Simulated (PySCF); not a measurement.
# C4H8O: core ionisation energies

Species: 2-butanone, C₄H₈O.
Numbering: `[CH3:1][CH2:2][C:3]([CH3:4])=[O:5]`

Cartesian coordinates in Å at the PBE0-D3(BJ)/def2-SVP level; atoms count from 1:
```xyz
13
C4H8O angstrom
C     -1.8214   -0.1245    0.8404
C     -0.4456   -0.5546    0.3742
C      0.4901    0.6064    0.1007
C      1.8957    0.2521   -0.3218
O      0.1288    1.7533    0.2127
H     -2.4640   -0.9952    1.0360
H     -1.7545    0.4719    1.7616
H     -2.3113    0.5066    0.0854
H     -0.5025   -1.1554   -0.5520
H      0.0444   -1.2192    1.1082
H      2.3902   -0.3510    0.4561
H      1.8796   -0.3595   -1.2378
H      2.4708    1.1691   -0.4995
```

Method used: PySCF, delta-SCF UKS SCAN, pcX-2 on the ionised atom, pcseg-1 elsewhere, spin-free X2C. Vertical ΔSCF values, vacuum level as zero.

Give the core binding energies atom by atom.

```csv
atom(s),bonded to,level,binding energy (eV),above the level's lowest (eV),count
C1,C and 3 H,C 1s,290.71,0.00,1
C2,2 C and 2 H,C 1s,291.01,+0.30,1
C4,C and 3 H,C 1s,291.07,+0.36,1
C3,O (double bond) and 2 C,C 1s,293.32,+2.61,1
O5,C (double bond),O 1s,537.61,0.00,1
```

The listed C 1s values span 2.61 eV, from C1 (bonded to C and 3 H) to C3 (bonded to O (double bond) and 2 C).

Which effective nuclear charge Zeff reproduces each element's mean 1s value in the hydrogen-like formula E = 13.606 eV × Zeff²?

C (Z = 6): mean 291.5 eV, Zeff = 4.63, Z − Zeff = 1.37; O (Z = 8): mean 537.6 eV, Zeff = 6.29, Z − Zeff = 1.71. Means run over the listed sites, weighted by atom count.

Which photon wavelength matches the C 1s of C2 threshold?

λ = hc/E = 12398.42 eV Å / 291.01 eV = 42.605 Å.

Geometry: PBE0-D3(BJ)/def2-SVP, one conformer, isolated molecule.
